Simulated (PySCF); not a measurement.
Does the answer move with the share of exact exchange?

Species: cyclopropene, C3H4.
SMILES: `C1=CC1`

PySCF, pcSseg-2 basis, density fitting, gas phase, PBE0-D3(BJ)/def2-SVP geometry. One functional is left out:

| functional | exact exchange (%) | HOMO energy (eV) | LUMO energy (eV) |
| --- | --- | --- | --- |
| B97-D | 0 | -6.03 | -0.96 |
| BLYP | 0 | -5.94 | -0.96 |
| BP86 | 0 | -6.16 | -1.14 |
| LDA | 0 | -6.19 | -1.32 |
| OPBE | 0 | -6.06 | -0.97 |
| PBE | 0 | -6.07 | -1.09 |
| B3LYP | 20 | -7.00 | -0.28 |
| PBE0 | 25 | -7.21 | -0.02 |
| mPW1PW91 | 25 | -7.23 | -0.02 |
| BHandHLYP | 50 | -8.21 | 1.07 |

Task: Predict the row of B97-2 (21 % exact exchange) by straight lines through the other rows, and check it.

Result: 
```
        property   line  computed  computed − line  B3LYP (20 %), for comparison
HOMO energy (eV)  -7.00     -6.97            +0.03                         -7.00
LUMO energy (eV)  -0.19     -0.06            +0.13                         -0.28
```

Task: Which of these properties follows the share of exact exchange most closely, and which least?

Result: Most closely the HOMO energy, least the LUMO energy; the correlations over the tabulated rows are HOMO energy -0.995, LUMO energy 0.989. The HOMO energy moves by -0.437 eV for every 10 %. Functionals with the same share still differ in their other parts: at 0 % BLYP and LDA differ by 0.25 eV in it.
